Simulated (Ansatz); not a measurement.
`[NH2][Mg][F]` + H₂ → `[F][MgH]` + NH₃ at 298.15 K and 1 bar (hydrogenolysis of a Mg–N bond).

Program: Ansatz. Geometries: PBE0-D4/def2-TZVP. ΔE: electronic, gas phase. CCSD(T)/CBS adds triple-zeta CCSD(T) − MP2 to the extrapolated MP2 energy (def2 sets, frozen cores). This one scheme is used for every species. For Mg outer-core shells are correlated without core-valence functions, which leaves a few kJ/mol of doubt a bond. Each species was taken in one conformer, which may not be the lowest.

```csv
species,CCSD(T)/CBS energy (Eh),H − E (kJ/mol),S (J/(mol·K))
`[NH2][Mg][F]`,-355.68386,83.5,277.8
H₂,-1.17544,35.1,130.4
`[F][MgH]`,-300.33731,29.2,227.9
NH₃,-56.50880,100.5,192.4
```

H − E and S are ideal-gas, rigid-rotor, harmonic terms from PBE0-D4/def2-TZVP, for one conformer and one mirror image of each species. The MP2-based limit puts H₂ 0.8 mEh under its directly extrapolated value; such offsets cancel only in part. 1 Eh = 2625.50 kJ/mol, R = 8.31446 J/(mol·K).

Q: By hand: ΔE, ΔH, ΔS and ΔG.

A: ΔE = (-300.33731) + (-56.50880) − (-355.68386) − (-1.17544) = 0.01319 Eh = 34.6 kJ/mol. Δ(H − E) = 29.2 + 100.5 − 83.5 − 35.1 = 11.1, so ΔH = 45.7 kJ/mol. ΔS = 227.9 + 192.4 − 277.8 − 130.4 = 12.1 J/(mol·K). ΔG = 45.7 − 298.15 × (12.1)/1000 = 42.1 kJ/mol.

Q: By hand: the equilibrium constant, and the temperature at which ΔG would vanish if ΔH and ΔS stayed fixed.

A: log₁₀ K = −ΔG/(RT ln 10) = -7.4. ΔG = 0 at ΔH/ΔS = 3777 K, far beyond where these terms or the molecules hold.

The number of gas molecules stays the same, so ΔS is small and ΔH decides. A doubt of 5 kJ/mol in ΔE shifts log₁₀ K by 0.9 here. Other conformers and mirror images would add mixing entropy, several J/(mol·K) or more a flexible species. These are equilibria of isolated gas molecules and say nothing of rates. Largest T1 diagnostic: 0.011 (customary marks: 0.02 for closed shells, 0.045 for open ones).
